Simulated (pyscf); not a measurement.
Four-centre exchange: Cl–Si:–Cl (SMILES Cl[Si]Cl) [singlet] + H₂O (SMILES O) → HCl (SMILES Cl) + HO–Si:–Cl (SMILES O[Si]Cl) [singlet]

Gas phase, singlet surface, charge 0. Bonds broken: Cl1–Si2, O4–H5. Bonds formed: Cl1–H5, Si2–O4. Structures and frequencies: ωB97X-D3(BJ)/def2-SVP in PySCF. MP2 and CC: frozen core, UHF for open shells. ΔMP2 is the change of the MP2 total energy from the triple- to the quadruple-zeta basis.

Transition state (Å):

```xyz
6

Cl    -0.7608     1.7580    -1.0062
Si     1.3800     0.3870    -0.5935
Cl     1.5941     0.7667     1.4710
O     -0.0275    -0.7305    -0.3974
H     -0.7856     0.3296    -0.6965
H     -0.1931    -1.0029     0.5194
```

One imaginary mode, 827i cm⁻¹; descent along it reached the two sides named, in the forms told below.

```csv
bond,change,reactant side (Å),saddle,product side
Cl1–Si2,breaks,2.146,2.575,3.2
O4–H5,breaks,0.974,1.337,2.172
Cl1–H5,forms,2.518,1.462,1.290
Si2–O4,forms,2.105,1.808,1.678
```

Electronic energies relative to the separated reactants (eV):

| level | barrier | reaction energy | reverse barrier |
|---|---|---|---|
| ωB97X-D3(BJ)/def2-TZVP | 0.15 | -0.15 | 0.30 |
| PBE/def2-TZVP | 0.01 | -0.15 | 0.16 |
| r²SCAN/def2-TZVP | 0.02 | -0.19 | 0.22 |
| B3LYP-D3(BJ)/def2-TZVP | 0.12 | -0.20 | 0.32 |
| PBE0-D3(BJ)/def2-TZVP | 0.06 | -0.14 | 0.20 |
| M06-2X/def2-TZVP | 0.12 | -0.21 | 0.34 |
| ωB97M-D3(BJ)/def2-TZVP | 0.15 | -0.23 | 0.38 |
| HF/def2-TZVP | 0.78 | -0.28 | 1.06 |
| MP2/def2-QZVPP | 0.20 | -0.15 | 0.36 |
| CCSD/def2-TZVPP | 0.38 | -0.23 | 0.61 |
| CCSD(T)/def2-TZVPP | 0.28 | -0.22 | 0.50 |
| CCSD(T)/def2-TZVPP + ΔMP2(QZVPP) | 0.30 | -0.18 | 0.48 |

With CCSD(T)/def2-TZVPP + ΔMP2(QZVPP) energies and thermal terms (ideal gas, 1 atm, RRHO with modes under 100 cm⁻¹ raised to 100, one conformer, R ln 2 for chiral ones without a mode under 150 cm⁻¹), in eV:

```json
[
 {"T (K)": "298", "ΔH‡": "0.20", "ΔG‡": "0.66", "ΔH": "-0.24", "ΔG": "-0.23"},
 {"T (K)": "600", "ΔH‡": "0.21", "ΔG‡": "1.12", "ΔH": "-0.23", "ΔG": "-0.22"},
 {"T (K)": "900", "ΔH‡": "0.24", "ΔG‡": "1.58", "ΔH": "-0.21", "ΔG": "-0.22"},
 {"T (K)": "1200", "ΔH‡": "0.28", "ΔG‡": "2.01", "ΔH": "-0.19", "ΔG": "-0.22"}
]
```

On the reactant side the descent ends in an adduct with a O–Si contact, 0.65 eV under the separated species and 0.81 eV under the saddle at ωB97X-D3(BJ)/def2-TZVP. What is counted as formed (O–Si) is already present as a longer contact in the reactant adduct; forming that adduct is a step of its own. This is the saddle that the search found; another between the same sides may lie lower. The CCSD(T) − MP2 part came from Ansatz, without density fitting, on the same reference.
